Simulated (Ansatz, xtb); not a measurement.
C4H8O: which of two isomers lies lower

Structure X is `CC1(C)CO1`, a singlet and structure Y is `CCC(C)=O`, a singlet. Both are isolated molecules in the gas phase, relaxed with PBE-D3(BJ)/def2-SVP; each stands in its lowest conformer found.

Quicker runs give these differences E(Y) − E(X): GFN2-xTB −0.276 eV; HF/STO-3G −0.441 eV (at GFN2-xTB geometries); r2SCAN-D4/def2-SVP −1.087 eV (at GFN2-xTB geometries).

**Question.** Estimate E(Y) − E(X) at the level CCSD(T)/def2-SVP + ΔMP2/def2-TZVPP.

**Answer.** Calculated at CCSD(T)/def2-SVP + ΔMP2/def2-TZVPP: E(Y) − E(X) = −1.039 eV, so structure Y lies lower.

Level by level:

| level | geometry | E(Y) − E(X) (eV) | departure from the last row (eV) | job, with rough time for the two |
| --- | --- | --- | --- | --- |
| GFN2-xTB | GFN2-xTB | −0.276 | +0.762 | optimisation, 0.11 s |
| HF/STO-3G | GFN2-xTB | −0.441 | +0.598 | single point, 0.24 s |
| r2SCAN-D4/def2-SVP | GFN2-xTB | −1.087 | −0.049 | single point, 1.7 s |
| PBE-D3(BJ)/def2-SVP | PBE-D3(BJ)/def2-SVP | −1.040 | −0.002 | optimisation, 22 s |
| HF/def2-SVP | PBE-D3(BJ)/def2-SVP | −1.308 | −0.270 | part of the CCSD(T) run |
| MP2/def2-SVP | PBE-D3(BJ)/def2-SVP | −1.130 | −0.092 | part of the CCSD(T) run |
| CCSD(T)/def2-SVP | PBE-D3(BJ)/def2-SVP | −1.167 | −0.128 | single point |
| CCSD(T)/def2-SVP + ΔMP2/def2-TZVPP | PBE-D3(BJ)/def2-SVP | −1.039 |  | single point, 19 s |

As drawn, Y has 1 C=O in place of 2 C–O. Structure X has a 3-membered ring, Y no ring.

The levels shown agree on the order. The largest departure from CCSD(T)/def2-SVP + ΔMP2/def2-TZVPP is that of GFN2-xTB, 0.762 eV. The last row adds to CCSD(T) the change of the MP2 difference between the two basis sets, here +0.128 eV.

With harmonic frequencies from PBE-D3(BJ)/def2-SVP (ideal gas, rigid rotor, one conformer each, 298.15 K, 1 atm): on the last row, ΔE + ΔZPE = −1.062 eV. A mode under 50 cm⁻¹ makes harmonic enthalpies and free energies unreliable, so none is given.

The correlated steps freeze 5 core orbitals. Codes used: Ansatz 0.2.0, xtb 6.7.1; the last row on 2 threads of Intel(R) Xeon(R) 6975P-C (Granite Rapids) on a shared host.
